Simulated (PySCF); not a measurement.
Compound: C4H9NS (charge +1 and doublet state).
Cartesian coordinates in Å at the GFN2-xTB level; atoms count from 1:
```
atom  x, y, z in Å
C1     2.2235   -0.5947   -0.0094
C2     1.1994    0.2014   -0.7918
N3    -0.1491   -0.2201   -0.4747
C4    -1.1289    0.6044   -0.2073
C5    -2.4964    0.0988    0.0739
S6    -0.8795    2.2702   -0.1811
H7     3.2229   -0.2454   -0.2530
H8     2.1732   -1.6521   -0.2650
H9     2.0669   -0.4894    1.0613
H10    1.2633    1.2752   -0.5508
H11    1.3714    0.0903   -1.8684
H12   -0.3173   -1.2224   -0.4701
H13   -2.4655   -0.7406    0.7687
H14   -2.9604   -0.2467   -0.8523
H15   -3.1279    0.8792    0.4923
```

As a line formula: `CC[NH+]C(C)=S` [radical] (charge +1).

Computed with UKS B3LYP, pcH-1 on C H N S, non-relativistic, mean-field spin-orbit, GIAO in PySCF. Isolated species at its GFN2-xTB geometry (one conformer only). The geometry wasn't refined by DFT: couplings that depend on bond lengths, twists or pyramidal angles can differ widely from those at the functional's own minimum, by a factor of two or more for some ions and for spin on atoms past the first row.

Output of the driver script. Atoms in this output count from 0.

```
UKS, coarse grid
  cycle   1  E = -610.48342097  |g| = 3.17e-01
  cycle   2  E = -610.45895822  |g| = 3.84e-01
  cycle   3  E = -610.52899703  |g| = 7.34e-02
  cycle   4  E = -610.53092942  |g| = 3.42e-02
  cycle   5  E = -610.53156800  |g| = 7.76e-03
  cycle   6  E = -610.53163546  |g| = 4.74e-03
  cycle   7  E = -610.53166227  |g| = 2.06e-03
  cycle   8  E = -610.53169229  |g| = 1.48e-03
  cycle   9  E = -610.53171567  |g| = 9.98e-04
  cycle  10  E = -610.53173134  |g| = 5.10e-04
  cycle  11  E = -610.53173304  |g| = 2.22e-04
UKS, final grid
  cycle   1  E = -610.53169584  |g| = 2.56e-04
  cycle   2  E = -610.53169584  |g| = 3.61e-04
  cycle   3  E = -610.53169592  |g| = 6.52e-05
  cycle   4  E = -610.53169593  |g| = 4.63e-05
  cycle   5  E = -610.53169596  |g| = 3.26e-05
  cycle   6  E = -610.53169597  |g| = 1.87e-05
E = -610.53169597 Eh   <S^2> = 0.7539 (exact 0.7500)
g shifts (ppm)      1          2          3
  rmc          -241       -241       -241
  gc             -4         65         48
  oz_so          32      12348      92622
  total        -206      12173      92437
hyperfine (MHz)  atom isotope    a_iso     a_fc   dipolar eigenvalues
    0   13C      -1.33      -1.33     -0.80     -0.57      1.38
    1   13C      16.49      16.49     -5.25     -4.40      9.65
    2   14N       5.51       5.51     -1.97     -0.00      1.97
    3   13C     -13.00     -13.00     -4.54      1.02      3.52
    4   13C      29.61      29.61     -4.71     -3.95      8.66
    5   33S      21.86      21.86    -95.69    -88.14    183.83
    6    1H       2.53       2.53     -1.09     -0.91      2.00
    7    1H      15.45      15.45     -1.07     -0.55      1.62
    8    1H       0.88       0.88     -1.29     -0.77      2.05
    9    1H      22.81      22.81    -11.35     -3.74     15.10
   10    1H       0.48       0.48     -2.92     -1.02      3.94
   11    1H      -1.71      -1.71     -2.45     -0.48      2.93
   12    1H      16.36      16.36     -2.87     -1.03      3.90
   13    1H       1.46       1.46     -3.13     -0.97      4.10
   14    1H      10.61      10.61     -6.25     -1.03      7.28
```

Task: The SCF converged. Which of these numbers needs a check, and why?

Result: The largest g shift is +0.092, past the limit of 0.03 at which the run flags a species of elements up to argon. The orbital-Zeeman/spin–orbit term is second order, a sum of spin–orbit matrix elements over excitation energies, so it grows and becomes less reliable as an excited state comes close; a shift of this size calls for a check with another method. The contact and dipolar couplings don't rest on that expansion, but they belong to the state that the SCF found, and a close-lying state with the spin in another orbital would have other couplings; no stability test was run. The run left out the spin–orbit part of the hyperfine coupling.

Task: Where is the spin in this solution (atoms counted from 1)?

Result: The largest Mulliken spin population is on S6 (+0.96). ⟨S²⟩ = 0.7539 against the exact 0.7500, so spin contamination is small. The SMILES `CC[NH+]C(C)=S` draws the unpaired electron on N3, whose computed spin population is only 0.00.

Task: Average a_iso over equivalent nuclei, turn it into first-order splittings with g = 2.0023, and give the multiplets for abundant isotopes (0.05 mT or more).

Result: 
```tsv
nuclei (from 1)	isotope	I	position	a_iso (MHz)	|a| (mT)	splits into
H10/H11	1H	1/2	4 bonds from S6	11.6	0.42	1:2:1 triplet
H13/H14/H15	1H	1/2	3 bonds from S6	9.5	0.34	1:3:3:1 quartet
H7/H8/H9	1H	1/2	5 bonds from S6	6.3	0.22	1:3:3:1 quartet
N3	14N	1	2 bonds from S6	5.5	0.20	1:1:1 triplet
H12	1H	1/2	3 bonds from S6	-1.7	0.06	1:1 doublet
```

Means are taken over nuclei equivalent by connectivity, which assumes that they swap fast. The three 1H nuclei of mean +9.5 MHz run from 1.5 to 16.4 MHz in the frozen geometry. The three 1H nuclei of mean +6.3 MHz run from 0.9 to 15.4 MHz in the frozen geometry. The 1H value of +11.6 MHz is a mean of couplings from 0.5 to 22.8 MHz in this one geometry, not an average over conformers.

Time: 52 s of wall time (grids of density and orbitals included); peak memory 0.89 GiB. Hardware: one thread of an Arm Neoverse V1, no GPU, shared host.
